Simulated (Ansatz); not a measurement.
NOF (nitrosyl fluoride): a line through the functionals

The species is NOF (3 atoms), meant as a singlet with charge 0. As SMILES, `O=NF`. The coordinates come from a PBE0-D4/def2-TZVP relaxation.

The HOMO–LUMO gap y, in eV, basis def2-TZVPP; a is the functional's share of exact exchange. Programs: Ansatz 0.2.0.

| functional | program | a | y (eV) |
| --- | --- | --- | --- |
| BLYP | Ansatz | 0 | 3.65 |
| r2SCAN | Ansatz | 0 | 4.10 |
| B3LYP | Ansatz | 0.2 | ? |
| PBE0 | Ansatz | 0.25 | 6.53 |
| r2SCAN0 | Ansatz | 0.25 | 6.86 |
| BHLYP | Ansatz | 0.5 | 9.52 |

Problem. Fit y = c + s·a to the known rows and predict B3LYP.

Solution. 
1. Means of the 5 rows: a = 0.2000, y = 6.132.
2. Σ(Δa)² = 0.175, Σ(Δa·Δy) = 1.9755, so the slope is 1.9755/0.175 = 11.289.
3. Intercept: 6.132 − (11.289) × 0.2000 = 3.874. The largest residual of the fit is 0.23.
4. B3LYP: 3.874 + (11.289) × 0.2 = 6.13 eV.

The run gave 5.95 eV, so the prediction is off by +0.18 eV, within the largest residual. Exact exchange lowers occupied levels and raises empty ones. The rows mix families of semi-local functionals, which the line can't see.
